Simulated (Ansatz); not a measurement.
## Relaxing Ti

Theory: DFT r2SCAN, scalar-relativistic, plane waves, PAW (Ansatz). Cutoff 500 eV, Γ-centred k mesh, Gaussian smearing, no spin polarisation in the final step.

Ti was placed on the black phosphorus structure type (Cmce, No. 64), at a guessed volume.

```yaml
crystal:
  lattice:
    - [1.61855, -5.13438, 0.00000]
    - [1.61855, 5.13438, 0.00000]
    - [0.00000, 0.00000, 4.28354]
  atoms:
    - { symbol: Ti, position: [0.09800, 0.90200, 0.91000] }
    - { symbol: Ti, position: [0.59800, 0.40200, 0.59000] }
    - { symbol: Ti, position: [0.90200, 0.09800, 0.09000] }
    - { symbol: Ti, position: [0.40200, 0.59800, 0.41000] }
```

Cell and atoms relax at zero pressure; the relaxation can't lower the symmetry of the start. After a coarse first stage the cell is made exact in the group found at 0.06 Å.

Energies count from the standard state of Ti at the same level.

(1) Which crystal results?

(2) What are its volume, energy, density and gap?

## Answers

(1) It ends in Fmmm (No. 69). Conventional cell: a = 2.956 Å, b = 4.912 Å, c = 9.584 Å. Ti has 3 Ti at 2.60–2.65 Å, 6 Ti at 2.87–2.96 Å and 2 Ti at 3.29 Å.

Space group Fmmm (No. 69). a = 2.956 Å, b = 4.912 Å, c = 9.584 Å, α = 90.00°, β = 90.00°, γ = 90.00°
| atom | site | symmetry | x | y | z |
| --- | --- | --- | --- | --- | --- |
| Ti | 8i | mm2 | 0.5000 | 0.0000 | 0.3645 |

(2) The volume per atom is 17.40 Å³ and the density is 4.57 g/cm³. The energy over the standard structure is 0.17 eV/atom and the gap on the 22×22×22 mesh is 0 eV (a metal).

The final run used a 22×22×22 mesh on its 2-atom cell and 0.10 eV smearing. The k mesh leaves about 4 meV/atom of noise in metals. A structure relaxed within its symmetry needn't be a true minimum.